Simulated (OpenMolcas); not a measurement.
# C₂ at 1.309 Å: OpenMolcas input and output

Input (each module block was a call of its own in one work directory; start orbitals came from a preliminary run):

```
&GATEWAY
Coord
2
angstrom
C 0.0 0.0 0.0
C 0.0 0.0 1.3090
Basis=ANO-RCC-VTZP
Group=XY
RX2C
AMFI
ANGMom
0.0 0.0 0.0
RICD
&SEWARD
&GUESSORB
* RASSCF and CASPT2 blocks for each multiplicity and irrep, as for the first:
&RASSCF
FileOrb=$CurrDir/o32.orb
Symmetry=2
Spin=3
nActEl=8 0 0
Inactive=2 0
RAS2=4 4
CIRoot=6 6 1
Linear
Iterations=120 100
OrbListing=Nothing
PRWF=0.15
>>COPY $Project.RasOrb $CurrDir/o32.orb
>>COPY $Project.rasscf.h5 $CurrDir/r32.h5
&CASPT2
XMultistate=all
Imaginary=0.2
IPEA=0.25
MaxIter=40
>>COPY $Project.JobMix JOB001
&RASSI
Nr of JobIphs=6 6 4 3 4 3 2
1 2 3 4 5 6
1 2 3 4
1 2 3
1 2 3 4
1 2 3
1 2
SpinOrbit
EJob
Omega
MEES
MESO
Properties=4
'AngMom' 3 'Mltpl  1' 1 'Mltpl  1' 2 'Mltpl  1' 3
Thrs=1.0d-4
>>COPY $Project.rassi.h5 $CurrDir/so.h5
```

```bash
pymolcas m.inp
```

C2 symmetry about the axis (a holds Σ, Δ, Γ; b holds Π, Φ, H; Σ⁺ and Σ⁻ are not told apart); roots by multiplicity and irrep: 3b 6, 1a 4, 3a 3, 1b 4, 5a 3, 5b 2.

RASSI part of the output, in excerpt:

```
SPIN-FREE ENERGIES:
  (Shifted by EMIN (a.u.) =        -75.8075227946)
 SF State       Relative EMIN(au)   Rel lowest level(eV)    D:o, cm**(-1)      Abs_M
     7             0.0000000000        0.0000000000              0.0000         0.0
     2             0.0049397856        0.1344184137           1084.1576         1.0
     1             0.0049397856        0.1344184137           1084.1576         1.0
    11             0.0341013338        0.9279445657           7484.3777         0.0
    14             0.0404950328        1.1019259778           8887.6324         1.0
    15             0.0404950328        1.1019259778           8887.6324         1.0
    12             0.0514627296        1.4003722131          11294.7636         0.0
     8             0.0668792952        1.8198783342          14678.3087         2.0
     9             0.0669669492        1.8222635198          14697.5465         2.0
    10             0.0811074330        2.2070456881          17801.0240         0.0
     4             0.0947879963        2.5793127789          20803.5605         1.0
     3             0.0947879963        2.5793127789          20803.5605         1.0
    16             0.1655947457        4.5060625854          36343.8458         1.0
    17             0.1655947464        4.5060626035          36343.8459         1.0
    21             0.1818519912        4.9484447732          39911.8987         1.0
    22             0.1818519912        4.9484447732          39911.8987         1.0
    18             0.1843459602        5.0163091271          40459.2617         0.0
    13             0.2056713488        5.5966025130          45139.6435         0.0
    19             0.2311930322        6.2910828969          50741.0055         2.0
    20             0.2313929916        6.2965240693          50784.8915         2.0
     6             0.2315084885        6.2996669007          50810.2402         1.0
     5             0.2315084885        6.2996669007          50810.2402         1.0
++ Dipole transition strengths (spin-free states):
     for osc. strength at least  1.00000000E-05
      From   To        Osc. strength     Einstein coefficients Ax, Ay, Az (sec-1)    Total A (sec-1)
         7   14       3.04149243E-03  1.52735332E+05  7.51580965E+03  0.00000000E+00  1.60251142E+05
         7   15       3.04149335E-03  7.51580882E+03  1.52735381E+05  0.00000000E+00  1.60251190E+05
         2   11       2.46105237E-03  6.42503342E+04  2.99356571E+03  0.00000000E+00  6.72438999E+04
         2    4       5.46177600E-03  0.00000000E+00  0.00000000E+00  1.41665348E+06  1.41665348E+06
         2    3       3.44045819E-02  0.00000000E+00  0.00000000E+00  8.92372202E+06  8.92372202E+06
         2    6       6.71189175E-03  0.00000000E+00  0.00000000E+00  1.10702050E+07  1.10702050E+07
         2    5       2.36309082E-04  0.00000000E+00  0.00000000E+00  3.89754496E+05  3.89754496E+05
         1   11       2.46105335E-03  2.99357558E+03  6.42503512E+04  0.00000000E+00  6.72439267E+04
         1    4       3.44045821E-02  0.00000000E+00  0.00000000E+00  8.92372207E+06  8.92372207E+06
         1    3       5.46177597E-03  0.00000000E+00  0.00000000E+00  1.41665347E+06  1.41665347E+06
         1    6       2.36309049E-04  0.00000000E+00  0.00000000E+00  3.89754441E+05  3.89754441E+05
         1    5       6.71189164E-03  0.00000000E+00  0.00000000E+00  1.10702048E+07  1.10702048E+07
        14    8       2.57785971E-03  5.52181933E+04  2.43987372E+03  0.00000000E+00  5.76580671E+04
        14    9       2.58642242E-03  2.46428088E+03  5.57703202E+04  0.00000000E+00  5.82346010E+04
        14   10       2.71987863E-03  1.37377658E+05  6.76008702E+03  0.00000000E+00  1.44137745E+05
        14   16       3.17838203E-02  0.00000000E+00  0.00000000E+00  1.59819441E+07  1.59819441E+07
        14   17       6.27614277E-02  0.00000000E+00  0.00000000E+00  3.15584982E+07  3.15584982E+07
        15    8       2.57786106E-03  2.43987212E+03  5.52182251E+04  0.00000000E+00  5.76580973E+04
        15    9       2.58642263E-03  5.57703218E+04  2.46428398E+03  0.00000000E+00  5.82346058E+04
        15   10       2.71987638E-03  6.76008358E+03  1.37377542E+05  0.00000000E+00  1.44137626E+05
        15   16       6.27614313E-02  0.00000000E+00  0.00000000E+00  3.15584997E+07  3.15584997E+07
        15   17       3.17838225E-02  0.00000000E+00  0.00000000E+00  1.59819453E+07  1.59819453E+07
        12    4       1.37027572E-03  8.03680969E+04  2.27400094E+03  0.00000000E+00  8.26420979E+04
        12    3       1.37027513E-03  2.27397006E+03  8.03680922E+04  0.00000000E+00  8.26420623E+04
        12    6       3.11103551E-03  2.45715333E+03  3.23781615E+06  0.00000000E+00  3.24027330E+06
        12    5       3.11103352E-03  3.23781435E+06  2.45688019E+03  0.00000000E+00  3.24027123E+06
         4   13       3.99731457E-03  1.53578067E+06  4.33275960E+04  0.00000000E+00  1.57910826E+06
         3   13       3.99735494E-03  4.33419241E+04  1.53578229E+06  0.00000000E+00  1.57912421E+06
        13    6       2.78549845E-04  4.71712786E+00  5.96979808E+03  0.00000000E+00  5.97451521E+03
        13    5       2.78548915E-04  5.96978093E+03  4.71432939E+00  0.00000000E+00  5.97449526E+03
 Electric-quadrupole - electric-quadrupole not included
 Electric-dipole - electric-octupole not included
 Electric-dipole - magnetic-quadrupole not included
   Eigenvalues of complex Hamiltonian:
  (Shifted by EMIN (a.u.) =        -75.8075227946)
 SO State       Relative EMIN(au)   Rel lowest level(eV)    D:o, cm**(-1)      Omega
     1            -0.0000000107        0.0000000000              0.0000         0.0
     2             0.0048843680        0.1329107165           1071.9972         2.0
     3             0.0048843680        0.1329107165           1071.9972         2.0
     4             0.0049396617        0.1344153347           1084.1328         1.0
     5             0.0049396617        0.1344153347           1084.1328         1.0
     6             0.0049951354        0.1359248497           1096.3078         0.0
     7             0.0049952031        0.1359266934           1096.3227         0.0
     8             0.0341009634        0.9279347782           7484.2987         0.0
     9             0.0341012065        0.9279413934           7484.3521         1.0
    10             0.0341012065        0.9279413934           7484.3521         1.0
    11             0.0404951031        1.1019281836           8887.6502         1.0
    12             0.0404951031        1.1019281836           8887.6502         1.0
    13             0.0514627576        1.4003732646          11294.7721         1.0
    14             0.0514627576        1.4003732646          11294.7721         1.0
    15             0.0514627811        1.4003739054          11294.7773         0.0
    16             0.0668791631        1.8198750301          14678.2820         2.0
    17             0.0669668167        1.8222602060          14697.5198         2.0
    18             0.0811075817        2.2070500233          17801.0589         0.0
    19             0.0947368413        2.5779210716          20792.3357         2.0
    20             0.0947368416        2.5779210806          20792.3357         2.0
    21             0.0947878957        2.5793103338          20803.5408         1.0
    22             0.0947878957        2.5793103338          20803.5408         1.0
    23             0.0948391095        2.5807039321          20814.7810         0.0
    24             0.0948392101        2.5807066679          20814.8030         0.0
    25             0.1655948000        4.5060643551          36343.8600         1.0
    26             0.1655948007        4.5060643732          36343.8602         1.0
    27             0.1817657507        4.9460983394          39892.9735         1.0
    28             0.1817657507        4.9460983394          39892.9735         1.0
    29             0.1818084478        4.9472601882          39902.3444         0.0
    30             0.1818088043        4.9472698867          39902.4226         0.0
    31             0.1818516497        4.9484357706          39911.8261         1.0
    32             0.1818516497        4.9484357706          39911.8261         1.0
    33             0.1818948251        4.9496106341          39921.3020         2.0
    34             0.1818948252        4.9496106348          39921.3020         2.0
    35             0.1819381575        4.9507897667          39930.8124         3.0
    36             0.1819381575        4.9507897667          39930.8124         3.0
    37             0.1843461660        5.0163150171          40459.3092         2.0
    38             0.1843461660        5.0163150171          40459.3092         2.0
    39             0.1843463462        5.0163199212          40459.3487         1.0
    40             0.1843463462        5.0163199212          40459.3487         1.0
    41             0.1843464062        5.0163215534          40459.3619         0.0
    42             0.2056713651        5.5966032470          45139.6494         0.0
    43             0.2056713744        5.5966035000          45139.6514         1.0
    44             0.2056713744        5.5966035000          45139.6514         1.0
    45             0.2311872079        6.2909247017          50739.7296         2.4
    46             0.2311872081        6.2909247055          50739.7296         2.4
    47             0.2311913349        6.2910370023          50740.6354         2.1
    48             0.2311913349        6.2910370023          50740.6354         2.1
    49             0.2311927472        6.2910754334          50740.9453         2.0
    50             0.2313921302        6.2965009200          50784.7048         2.0
    51             0.2313932196        6.2965305649          50784.9439         2.4
    52             0.2313932196        6.2965305648          50784.9439         2.4
    53             0.2313962500        6.2966130255          50785.6090         3.2
    54             0.2313962505        6.2966130396          50785.6091         3.2
    55             0.2314974718        6.2993674110          50807.8246         2.0
    56             0.2314980482        6.2993830953          50807.9511         2.0
    57             0.2315101612        6.2997127089          50810.6096         1.0
    58             0.2315101613        6.2997127090          50810.6096         1.0
    59             0.2315226774        6.3000532914          50813.3566         0.2
    60             0.2315227192        6.3000544273          50813.3658         0.2
 Weights of the five most important spin-orbit-free states for each spin-orbit state.
 SO State  Total energy (au)           Spin-free states, spin, and weights
    1        -0.000000       7 0.0  1.0000   11 1.0  0.0000    4 1.0  0.0000    3 1.0  0.0000    5 1.0  0.0000
    2         0.004884       2 1.0  0.5000    1 1.0  0.5000   13 1.0  0.0000    9 0.0  0.0000    8 0.0  0.0000
    3         0.004884       2 1.0  0.5000    1 1.0  0.5000   13 1.0  0.0000    9 0.0  0.0000    8 0.0  0.0000
    4         0.004940       2 1.0  1.0000   14 0.0  0.0000   12 1.0  0.0000   15 0.0  0.0000   13 1.0  0.0000
    5         0.004940       1 1.0  1.0000   15 0.0  0.0000   12 1.0  0.0000   14 0.0  0.0000   13 1.0  0.0000
    6         0.004995       2 1.0  0.5000    1 1.0  0.5000   12 1.0  0.0000   13 1.0  0.0000   19 2.0  0.0000
    7         0.004995       2 1.0  0.5000    1 1.0  0.5000   11 1.0  0.0000    7 0.0  0.0000   10 0.0  0.0000
    8         0.034101      11 1.0  1.0000   10 0.0  0.0000    3 1.0  0.0000    4 1.0  0.0000   22 2.0  0.0000
    9         0.034101      11 1.0  1.0000   22 2.0  0.0000   21 2.0  0.0000    3 1.0  0.0000    4 1.0  0.0000
   10         0.034101      11 1.0  1.0000   22 2.0  0.0000   21 2.0  0.0000    3 1.0  0.0000    4 1.0  0.0000
   11         0.040495      15 0.0  1.0000    1 1.0  0.0000    2 1.0  0.0000   12 1.0  0.0000   13 1.0  0.0000
   12         0.040495      14 0.0  1.0000    2 1.0  0.0000    1 1.0  0.0000   12 1.0  0.0000   13 1.0  0.0000
   13         0.051463      12 1.0  1.0000    1 1.0  0.0000    2 1.0  0.0000   15 0.0  0.0000   14 0.0  0.0000
   14         0.051463      12 1.0  1.0000    1 1.0  0.0000    2 1.0  0.0000   15 0.0  0.0000   14 0.0  0.0000
   15         0.051463      12 1.0  1.0000    1 1.0  0.0000    2 1.0  0.0000   13 1.0  0.0000    3 1.0  0.0000
   16         0.066879       8 0.0  1.0000    3 1.0  0.0000    4 1.0  0.0000    6 1.0  0.0000    5 1.0  0.0000
   17         0.066967       9 0.0  1.0000    3 1.0  0.0000    4 1.0  0.0000    5 1.0  0.0000    6 1.0  0.0000
   18         0.081108      10 0.0  1.0000   11 1.0  0.0000    4 1.0  0.0000    3 1.0  0.0000    5 1.0  0.0000
   19         0.094737       3 1.0  0.5000    4 1.0  0.5000    8 0.0  0.0000   18 2.0  0.0000   20 2.0  0.0000
   20         0.094737       3 1.0  0.5000    4 1.0  0.5000    9 0.0  0.0000   18 2.0  0.0000   19 2.0  0.0000
   21         0.094788       3 1.0  1.0000   17 0.0  0.0000   18 2.0  0.0000   11 1.0  0.0000   16 0.0  0.0000
   22         0.094788       4 1.0  1.0000   16 0.0  0.0000   18 2.0  0.0000   11 1.0  0.0000   17 0.0  0.0000
   23         0.094839       3 1.0  0.5000    4 1.0  0.5000   19 2.0  0.0000   20 2.0  0.0000   21 2.0  0.0000
   24         0.094839       4 1.0  0.5000    3 1.0  0.5000   10 0.0  0.0000   11 1.0  0.0000   19 2.0  0.0000
   25         0.165595      16 0.0  1.0000    4 1.0  0.0000    3 1.0  0.0000   11 1.0  0.0000    6 1.0  0.0000
   26         0.165595      17 0.0  1.0000    3 1.0  0.0000    4 1.0  0.0000   11 1.0  0.0000    5 1.0  0.0000
   27         0.181766      21 2.0  0.5000   22 2.0  0.5000   18 2.0  0.0001   11 1.0  0.0000    4 1.0  0.0000
   28         0.181766      21 2.0  0.5000   22 2.0  0.5000   18 2.0  0.0001   11 1.0  0.0000    4 1.0  0.0000
   29         0.181808      22 2.0  0.4999   21 2.0  0.4999   18 2.0  0.0002    6 1.0  0.0000    5 1.0  0.0000
   30
```

g and u states are not told apart. Only roots inside an energy window near the equilibrium distance were included, so the list of states is not complete; labels number the states computed. Each spin and symmetry block has orbitals of its own, averaged over its own roots, so gaps between blocks are less sure than gaps within one and near the minimum can be off by tenths of an eV, in bad cases by more. No Rydberg orbitals are active, so Rydberg states, and σ→σ* states whose orbital the CASSCF left unused, can be missing between those listed. CASPT2 splits the two components of degenerate states numerically, here by up to 44 cm⁻¹.
